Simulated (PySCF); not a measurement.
# SiP: from constants to spectrum

ROHF-CCSD(T) constants of SiP, ²Π (doublet), unpaired electrons π ↑ (Si aug-pcseg-1, P aug-pcseg-1; no relativity (PySCF 2.14); masses 27.9769 and 30.9738 u):

```
ωe              : 594.1 cm⁻¹
ωexe            : 2.65 cm⁻¹
Be              : 0.25846 cm⁻¹
αe              : 0.00147 cm⁻¹
D (centrifugal) : 1.96e-07 cm⁻¹
De to Si + P    : 2.98 eV
```

Problem. Give the vibrational terms G(v) and spacings up to v = 6.

Solution. G(v) = ωe(v+½) − ωexe(v+½)².

```json
{"v": "0", "G(v) (cm⁻¹)": "296.4", "G(v) − G(v−1)": "", "Bv (cm⁻¹)": "0.2577"}
{"v": "1", "G(v) (cm⁻¹)": "885.2", "G(v) − G(v−1)": "588.8", "Bv (cm⁻¹)": "0.2563"}
{"v": "2", "G(v) (cm⁻¹)": "1468.7", "G(v) − G(v−1)": "583.5", "Bv (cm⁻¹)": "0.2548"}
{"v": "3", "G(v) (cm⁻¹)": "2046.9", "G(v) − G(v−1)": "578.2", "Bv (cm⁻¹)": "0.2533"}
{"v": "4", "G(v) (cm⁻¹)": "2619.8", "G(v) − G(v−1)": "572.9", "Bv (cm⁻¹)": "0.2518"}
{"v": "5", "G(v) (cm⁻¹)": "3187.4", "G(v) − G(v−1)": "567.6", "Bv (cm⁻¹)": "0.2504"}
{"v": "6", "G(v) (cm⁻¹)": "3749.7", "G(v) − G(v−1)": "562.3", "Bv (cm⁻¹)": "0.2489"}
```

Problem. How well does the Morse estimate ωe²/(4ωexe) reproduce De, and what is D0?

Solution. It gives 4.13 eV, 139 % of the computed De. D0 = De − G(0) = 2.98 − 0.04 = 2.94 eV.

Correlated steps freeze 10 core orbitals. Correlated levels converge slowly with the basis: in double zeta they bind strong bonds too weakly, by up to about 1 eV, and carry superposition errors of some tenths. The state is the lowest determinant that a PBE0 search found; another state may lie lower at other levels.
